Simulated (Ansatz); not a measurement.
O2S, SMILES `O=S=O`. Total charge 0; spin multiplicity 1. The structure was optimised at the PBE0-D4/def2-TZVP level.

```xyz
3

O     0.816    0.917    0.267
S     0.204   -0.195   -0.395
O    -1.020   -0.722    0.128
```

Question: What is the dipole moment at r2SCAN/def2-TZVPP? (Estimate.)

Answer: Ansatz gave: 1.58 D, with components (0.66, -0.63, -1.28) D in this frame, pointing from negative to positive charge.

Question: And with PBE, B3LYP, ωB97M-V? (An estimate is asked.)

Answer: The calculation gave: PBE 1.54 D, B3LYP 1.73 D, ωB97M-V 1.80 D.

Question: Give the Mulliken charges with r2SCAN, PBE, B3LYP in def2-TZVPP. (Estimate.)

Answer: Ansatz gave: 
```json
{"atom": "O1", "r2SCAN": "-0.34", "PBE": "-0.28", "B3LYP": "-0.33"}
{"atom": "S2", "r2SCAN": "0.68", "PBE": "0.55", "B3LYP": "0.66"}
{"atom": "O3", "r2SCAN": "-0.34", "PBE": "-0.28", "B3LYP": "-0.33"}
```

B3LYP here is the variant with VWN-RPA as its local correlation; programs differ in this.
